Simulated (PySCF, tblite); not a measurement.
**Complex of beryllium hydride and carbon monoxide**

A gas-phase complex of beryllium hydride and carbon monoxide; neutral, singlet. The structure comes from a short search (6 tight-binding starts) and was relaxed by PBE0-D3(BJ)/def2-TZVPD; another way of binding may lie lower. Frequencies by PBE0-D3(BJ)/def2-TZVPD show no clear imaginary mode.

| part | name | SMILES | atoms | charge | multiplicity |
| --- | --- | --- | --- | --- | --- |
| 1 | beryllium hydride | [BeH2] | 1–3 | 0 | 1 |
| 2 | carbon monoxide | [C-]#[O+] | 4–5 | 0 | 1 |

```xyz
5

Be    0.271    0.368   -0.269
H     0.992   -0.538   -0.978
H    -0.837    0.545    0.495
C     1.125    1.994   -0.388
O     1.641    2.985   -0.458
```
Atoms count from 1 in this order.

| contact | kind (by geometry) | distance (Å) | angle (°) |
| --- | --- | --- | --- |
| Be1···C4 | bond | 1.840 | - |

The parts are joined by the bond Be1–C4, so these are energies of forming such bonds; deforming the relaxed parts to their shape in the adduct costs 6.6 kcal/mol, which the interaction energies leave out.

Interaction energies are complex less parts, with the parts frozen as they stand in it; counterpoise-corrected, in kcal/mol (PySCF).

Question: How strongly do the parts interact, level by level?

Answer: 
```tsv
level	interaction	superposition error removed
wB97M-D3(BJ)/def2-TZVPD	-11.33	-0.14
PBE0-D3(BJ)/def2-TZVPD	-15.62	-0.18
```

Question: What holds them together? Decompose the wB97M-D3(BJ)/def2-TZVPD energy: frozen parts, their antisymmetrised product, then relaxation.

Answer: electrostatic -31.0, Pauli repulsion +52.2, orbital relaxation -31.6, dispersion correction -1.0 kcal/mol, which sum to the value before the counterpoise correction; the Pauli term holds the exchange-correlation of the frozen density too. Of the attraction, 50 % is orbital relaxation, 49 % is electrostatic, 2 % is dispersion correction.

The parts were also relaxed and run alone, at the levels used for the complex: shieldings by PBE0/pcSseg-2; core levels by delta-SCF with SCAN, pcX-2 on the ionised atom and pcseg-1 elsewhere, spin-free X2C.

Question: What does binding change?

Answer: 
```json
{"property": "shielding of Be1 (ppm)", "alone": "77.9", "in the complex": "85.8", "change": "+7.9"}
{"property": "shielding of C4 (ppm)", "alone": "-16.7", "in the complex": "-11.4", "change": "+5.3"}
{"property": "Be1 1s core level (eV)", "alone": "121.80", "in the complex": "119.99", "change": "-1.82"}
```

The 5 runs behind this took 2.5 min in all, one thread each of Intel Xeon Platinum 8259CL on a shared host, launched as `OMP_NUM_THREADS=1 python cluster_run.py task.json out`.
